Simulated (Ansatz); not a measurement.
Geometry optimisation, UKS PBE0/6-31G* (Ansatz).

Input file:

```yaml
crystal:
  periodic: [false, false, false]
  atoms:
    - { symbol: F, position_ang: [-1.3976, -0.0754, 0.9355] }
    - { symbol: Si, position_ang: [-0.7466, -0.164, -0.5129] }
    - { symbol: S, position_ang: [0.9821, 1.0678, -0.4902] }
    - { symbol: H, position_ang: [-0.2277, -1.5566, -0.6851] }
    - { symbol: H, position_ang: [1.4396, 0.6545, 0.7113] }
magnetization:
  spin_polarized: true
  initial_magnetization: 1
basis:
  gaussian: { orbitals: "6-31G*" }
hamiltonian:
  xc: pbe0
relax:
  f_tol: 0.02
  max_steps: 50
```

Launched with:

```bash
$ ansatz run input.yaml --threads 1 --pin off --max-ram 2048MiB --backend cpu --events-out ev --progress --plain --runs-dir out
```

Where does it end, and by what steps?

It converged. The force dipped under the threshold on the way, but the program's further checks kept it going. After 16 steps the energy has fallen by 0.064 eV; H5 moved furthest, 0.32 Å.

```tsv
step	energy less start (eV)	largest force component (eV/Å)	accepted
0	0.0000	0.697	yes
1	0.0157	0.626	no
2	-0.0570	0.290	yes
3	-0.0596	0.161	yes
4	-0.0607	0.036	yes
5	-0.0610	0.037	yes
6	-0.0616	0.125	yes
7	-0.0621	0.076	yes
8	-0.0629	0.011	yes
9	-0.0623	0.157	no
10	-0.0633	0.035	yes
11	-0.0630	0.135	no
12	-0.0613	0.126	no
13	-0.0635	0.004	yes
14	-0.0637	0.027	yes
15	-0.0637	0.024	yes
16	-0.0638	0.008	yes
```

```xyz
5
Properties=species:S:1:pos:R:3
F -1.646 -0.109 0.840
Si -0.704 -0.164 -0.469
S 0.918 1.222 -0.371
H -0.183 -1.561 -0.564
H 1.666 0.539 0.523
```

Time of the run: 47 s on 1 thread of Arm Neoverse V1 (shared host), peak memory 0.14 GiB.
